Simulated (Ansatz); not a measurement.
Na, bcc: geometry optimisation

These are results of DFT, PBEsol, plane waves (420 eV) with PAW, scalar-relativistic in Ansatz, not measurements. (PAW data from PBE, frozen cores regenerated.)

k-point mesh 11×11×11, Fermi-Dirac smearing 0.1 eV, no spin polarisation. Cell and atoms relax.

Starting structure:

```
Na
1.0
    -2.11250    2.11250    2.11250
     2.11250   -2.11250    2.11250
     2.11250    2.11250   -2.11250
Na
1
Direct
  0.00000 0.00000 0.00000
```

**Question.** The pressure at the start is -0.3 GPa. By how much does the volume change?

**Answer.** From 37.71 to 36.24 Å³ per atom, -3.9 %. The final cell has a = 4.170 Å.

**Question.** How much energy does the relaxation gain?

**Answer.** 1.2 meV per atom.

Path of the relaxation (the plane waves are chosen anew near the end, which can shift the energy a little):

| step | E − E(final) (meV/atom) | V (Å³/atom) | P (GPa) | max force (eV/Å) |
| --- | --- | --- | --- | --- |
| 0 | 1.24 | 37.709 | -0.28 | 0.000 |
| 1 | 0.84 | 37.459 | -0.23 | 0.000 |
| 2 | -0.01 | 36.245 | 0.01 | 0.000 |
| 3 | 0.00 | 36.245 | 0.01 | 0.000 |
